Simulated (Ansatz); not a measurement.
Ansatz (an electronic-structure program) input (CCSD(T)/STO-3G):

Ansatz 0.2 input:
```yaml
crystal:
  periodic: [false, false, false]
  atoms:
    - {symbol: C, position_ang: [-0.05597168, 1.17374823, -0.34374154]}
    - {symbol: O, position_ang: [-0.24944197, 0.11586462, 0.47547716]}
    - {symbol: C, position_ang: [0.18257024, -1.13520039, -0.03911133]}
    - {symbol: H, position_ang: [0.70352290, 1.10180967, -1.11412819]}
    - {symbol: H, position_ang: [-0.33963666, 2.12104925, 0.08788748]}
    - {symbol: H, position_ang: [0.00612759, -1.87648924, 0.73690867]}
    - {symbol: H, position_ang: [-0.38403480, -1.39909118, -0.93654013]}
    - {symbol: H, position_ang: [1.24996536, -1.10548243, -0.28082782]}
basis:
  gaussian:
    orbitals: STO-3G
magnetization: {spin_polarized: true, initial_magnetization: 1}
correlation: {method: ccsd_t, electrons: outside_noble_gas}
```

End of the output:

```
integrals: 0.00 GiB planned
280 factors; integrals over basis functions are off by at most 2.8e-5 eV
mean field: 0.05 GiB planned
mean field evaluation 1: about -4121.1418 eV, gradient 1.1e1 eV
mean field evaluation 2: about -4121.3243 eV, gradient 1.1e1 eV
mean field evaluation 4: about -4122.3536 eV, gradient 1.5e0 eV
mean field evaluation 8: about -4122.4014 eV, gradient 7.5e-5 eV
mean field evaluation 16: about -4122.1727 eV, gradient 1.5e0 eV
mean field -4122.39984046 eV, -151.4953998738 hartree, gradient 1.9e-6 eV, S^2 0.759520; 0 other end points of the search recorded, 0 dependent functions left out
3 core orbitals not correlated
reference -4122.39984046 eV, -151.4953998738 hartree; 10, 9 occupied and 7, 8 virtual orbitals, 280 factors
second order -3.43723294 eV of doubles, -0.00000000 eV of singles
coupled cluster: 0.05 GiB planned
cycle   1  -4.18840796 eV  change   -7.5e-1 eV  update   7.2e-2
cycle   2  -4.57839459 eV  change   -3.9e-1 eV  update   3.0e-2
cycle   3  -4.62963242 eV  change   -5.1e-2 eV  update   1.1e-2
cycle   4  -4.62991643 eV  change   -2.8e-4 eV  update   4.6e-3
cycle   5  -4.62843722 eV  change    1.5e-3 eV  update   1.3e-3
cycle   6  -4.62814678 eV  change    2.9e-4 eV  update   3.9e-4
cycle   7  -4.62786763 eV  change    2.8e-4 eV  update   1.5e-4
cycle   8  -4.62790599 eV  change   -3.8e-5 eV  update   4.5e-5
cycle   9  -4.62789145 eV  change    1.5e-5 eV  update   1.7e-5
cycle  10  -4.62788152 eV  change    9.9e-6 eV  update   5.5e-6
perturbative correction -0.05396261 eV, -0.0019830892 hartree
Total energy: -4127.08168459 eV, -151.6674544721 hartree
```

It need not be the lowest isomer of its formula.
